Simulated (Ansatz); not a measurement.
Two isomers of C4H9N: A = `CN1CCC1`, B = `NC1CCC1`.

Program: Ansatz. Geometries: PBE0-D4/def2-TZVP. ΔE: electronic, gas phase. CCSD(T)/CBS adds triple-zeta CCSD(T) − MP2 to the extrapolated MP2 energy (def2 sets, frozen cores). DFT in def2-TZVPP. B3LYP here is the variant with VWN-RPA as its local correlation; programs differ in this. Each species was taken in one conformer, which may not be the lowest.

A:

```xyz
14

C    -1.542    0.615    0.647
N    -0.292    0.607   -0.055
C     0.912    0.191    0.668
C     1.407   -0.488   -0.617
C    -0.062   -0.435   -1.059
H    -1.769   -0.356    1.127
H    -1.529    1.383    1.424
H    -2.357    0.851   -0.042
H     0.696   -0.546    1.458
H     1.505    1.005    1.095
H     2.043    0.165   -1.213
H     1.870   -1.469   -0.522
H    -0.590   -1.374   -0.821
H    -0.292   -0.150   -2.089
```

B:

Z-matrix (Å, degrees):
```
C
C 1 1.550
N 1 1.438 2 123.2
C 1 1.536 2 88.0 3 -121.9
H 1 1.095 2 109.2 3 128.3
C 2 1.539 1 87.8 3 142.5
H 2 1.094 1 110.1 3 30.8
H 2 1.092 1 118.7 3 -95.6
H 3 1.012 1 111.4 2 73.2
H 3 1.013 1 110.7 2 -46.3
H 4 1.091 1 118.3 2 -143.2
H 4 1.094 1 110.1 2 91.1
H 6 1.092 2 111.5 1 91.9
H 6 1.090 2 117.9 1 -141.4
```

(1) Which isomer does CCSD(T)/CBS put lower? Give the gap. (An estimate is asked.)

(2) Give E(B) − E(A) in kcal/mol with r2SCAN-D4, ωB97M-V, B3LYP-D4, B2PLYP, PBE0-D4, CCSD/def2-TZVPP, B3LYP. (Estimate.)

Largest T1 diagnostic: 0.009.

Results:

(1) Ansatz gave: B, by 11.4 kcal/mol.

(2) Computed: r2SCAN-D4 -10.7, ωB97M-V -11.0, B3LYP-D4 -9.6, B2PLYP -10.2, PBE0-D4 -10.8, CCSD/def2-TZVPP -10.9, B3LYP -9.7. None reverses the order clearly.

In def2-TZVPP, CCSD(T) changes the Hartree–Fock value by −1.3 kcal/mol (the triples alone add +0.0 kcal/mol) and MP2 by −2.0 kcal/mol.
